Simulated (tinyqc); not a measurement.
Inside a calculation. Method: Pariser-Parr-Pople SCF with singles CI, for the molecule C=CC=CC=C (SMILES; centres numbered as the heavy atoms are written). One step of it, computed by the program tinyqc.

Problem. Iteration 3: orbitals and new P. Diagonalise F (the basis is taken as orthonormal) and form P = 2 sum c c over the lowest orbitals; 0.5 of the old P is kept.

F (eV), order 1C, 2C, 3C, 4C, 5C, 6C:
```
[[-5.043887, -5.373420, -0.026020, 0.637683, -0.097728, -0.234835],
 [-5.373420, -5.519777, -4.163180, 0.377872, -0.096049, -0.097728],
 [-0.026020, -4.163180, -4.449102, -5.200869, 0.377872, 0.637683],
 [0.637683, 0.377872, -5.200869, -4.449102, -4.163180, -0.026020],
 [-0.097728, -0.096049, 0.377872, -4.163180, -5.519777, -5.373420],
 [-0.234835, -0.097728, 0.637683, -0.026020, -5.373420, -5.043887]]
```

pi electrons, sum of z_r less the charge = 6

P after iteration 2, order 1C, 2C, 3C, 4C, 5C, 6C:
```
[[0.714652, 0.789858, 0.009934, -0.347495, 0.068138, 0.203471],
 [0.789858, 1.168823, 0.469612, -0.144259, 0.052354, 0.068138],
 [0.009934, 0.469612, 1.116525, 0.744175, -0.144259, -0.347495],
 [-0.347495, -0.144259, 0.744175, 1.116525, 0.469612, 0.009934],
 [0.068138, 0.052354, -0.144259, 0.469612, 1.168823, 0.789858],
 [0.203471, 0.068138, -0.347495, 0.009934, 0.789858, 0.714652]]
```

Give: orbital energies; P after iteration 3.

Solution.

orbital energies (eV): [-12.957, -11.602, -8.544, -1.590, 0.956, 3.711]

P after iteration 3, order 1C, 2C, 3C, 4C, 5C, 6C:
```
[[0.830, 0.846, 0.003, -0.359, 0.040, 0.211],
 [0.846, 1.108, 0.449, -0.082, 0.005, 0.040],
 [0.003, 0.449, 1.063, 0.784, -0.082, -0.359],
 [-0.359, -0.082, 0.784, 1.063, 0.449, 0.003],
 [0.040, 0.005, -0.082, 0.449, 1.108, 0.846],
 [0.211, 0.040, -0.359, 0.003, 0.846, 0.830]]
```
